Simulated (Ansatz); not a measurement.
# SiH (quartet): the correlation ladder at distance Si1–H2 = 1.623 Å, cc-pVQZ

Aim: climb from Hartree-Fock through coupled cluster and multireference methods for SiH (quartet) at one geometry and basis, and see what each rung misses.

Computed with Ansatz 0.2.0, Gaussian basis. Level: cc-pVQZ, core rule «outside noble gas», up to 5 orbitals frozen.

The runs, in order: UHF; CCSD(T) on ROHF; CCSD(T) on UHF; BCCD(T) on ROHF; CCSDT(Q) on ROHF; CCSDT(Q) on UHF; CASSCF and MRCISD+Q, 5 electrons in 5 orbitals; CASSCF and NEVPT2, 5 electrons in 5 orbitals.

10 further runs of the same task are left out: 10 that didn't finish. Runs told in other sessions of the task aren't counted.

**1. What is computed**

The geometry derives from a PBE0/def2-TZVP stationary point (not a proven minimum). One bond is set to the value named and the two fragments are kept rigid.

2 atoms, charge 0, spin multiplicity 4.

Atoms are counted from 1 here; the program's logs count them from 0.

Bond lengths: Si1–H2 1.623 Å.

**2. UHF**

The input, in.yaml:

```yaml
crystal:
  periodic: [false, false, false]
  atoms:
    - {symbol: Si, position_ang: [0.000000, 0.000000, 0.000000]}
    - {symbol: H, position_ang: [0.000000, 0.000000, 1.623000]}
basis:
  gaussian: {orbitals: cc-pVQZ}
magnetization: {spin_polarized: true, initial_magnetization: 3}
hamiltonian: {xc: hf}
output: {orbitals: {seedname: orbitals}}
```

The run is started by

```console
> ansatz run in.yaml --threads 1 --pin off --events-out ev --progress --plain --max-ram 4096MiB --backend cpu
```

The runs that follow: CCSD(T) on ROHF; CCSD(T) on UHF; BCCD(T) on ROHF; CCSDT(Q) on ROHF; CCSDT(Q) on UHF; CASSCF and MRCISD+Q, 5 electrons in 5 orbitals; CASSCF and NEVPT2, 5 electrons in 5 orbitals.

Q: Predict the results of all the runs planned. Wanted: UCCSDT(Q) from the RHF energy; RMP2 from UCCSDT(Q); UMP2 from UCCSDT(Q); RCCSD from UCCSDT(Q); RCCSD(T) from UCCSDT(Q); UCCSD(T) from UCCSDT(Q); RCCSDT(Q) from UCCSDT(Q); NEVPT2 valence from UCCSDT(Q); MRCISD+Q valence from UCCSDT(Q).

The runs gave:

| quantity | value |
| --- | --- |
| UCCSDT(Q) from the ROHF energy | -2.4835 eV |
| RMP2 from UCCSDT(Q) | +14.61 kcal/mol |
| UMP2 from UCCSDT(Q) | +14.39 kcal/mol |
| RCCSD from UCCSDT(Q) | +2.96 kcal/mol |
| RCCSD(T) from UCCSDT(Q) | +0.68 kcal/mol |
| UCCSD(T) from UCCSDT(Q) | +0.64 kcal/mol |
| RCCSDT(Q) from UCCSDT(Q) | +0.04 kcal/mol |
| NEVPT2 valence from UCCSDT(Q) | +13.48 kcal/mol |
| MRCISD+Q valence from UCCSDT(Q) | +1.54 kcal/mol |
| levels within 1 kcal/mol (43 meV) | RCCSD(T), UCCSD(T), BCCD(T), RCCSDT, UCCSDT, RCCSDT(Q) |
| T1 diagnostic | 0.043 |
| effectively unpaired electrons | 3.01 |

In words: RCCSD(T) lands +0.68 kcal/mol from the yardstick (1.2 % of the correlation energy). The occupations are near whole numbers, but T1 = 0.043 shows that the orbitals relax strongly. Of the multireference levels listed MRCISD+Q valence comes nearest in total energy (+1.54 kcal/mol), which doesn't show that its space is the better one. These misses are within one basis, not against nature; the frozen cores of restricted and unrestricted runs differ, which can shift their rows.
